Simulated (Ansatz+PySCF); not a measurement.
Two shapes of singlet NH₃ in separate pieces.

Shape 1:

```xyz
4

N     0.0000    0.0000    0.3648
H     2.8075    0.0000   -0.8511
H    -1.4038    2.4314   -0.8511
H    -1.4038   -2.4314   -0.8511
```

Shape 2:

```xyz
4

N     0.0000    0.0000    0.2432
H     1.8717    0.0000   -0.5674
H    -0.9358    1.6209   -0.5674
H    -0.9358   -1.6209   -0.5674
```

Basis set: 6-31G* (spherical functions). Left uncorrelated: 1 orbital. Charge 0, multiplicity 1.

Computed with Ansatz (development build ahead of 0.2.0); each method stands on the lowest determinant of its kind that the runs found.

Question: Which shape is lower in energy, and by how much in each method?

Answer:

```csv
method,E(2) − E(1) (eV)
RHF,-7.691
UHF,-0.023
RHF-MP2,-6.288
RHF-CCSD,-1.717
full CI (lowest root of this spin),-1.105
```

Shape 2 is lower. Caution for RHF, RHF-MP2, RHF-CCSD: an unrestricted determinant lies well below; the determinant breaks the point group. Caution for UHF: the unrestricted determinant is a mixture of spin states. Caution for RHF-MP2, RHF-CCSD: large amplitudes, a single reference is doubtful. Caution for RHF-MP2: another reference gives a lower total.
